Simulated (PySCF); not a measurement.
CHN.

```xyz
3

C      0.0000     0.0000     0.4964
N      0.0000     0.0000    -0.6492
H      0.0000     0.0000     1.5660
```
Charge 0, spin multiplicity 1.

The structure is a stationary point at ωB97X-D3(BJ)/def2-TZVPD.

Calculation: PySCF with PBE0/pcSseg-2. Non-relativistic, no solvent.

Computed absolute GIAO shielding of each atom: isotropic value and principal components (ppm):
```csv
atom,σ(iso),σ11,σ22,σ33,span
C1,71.5,-32.3,-32.3,279.0,311.3
N2,-45.8,-238.8,-238.8,340.3,579.1
H3,29.0,24.1,24.1,38.8,14.8
```
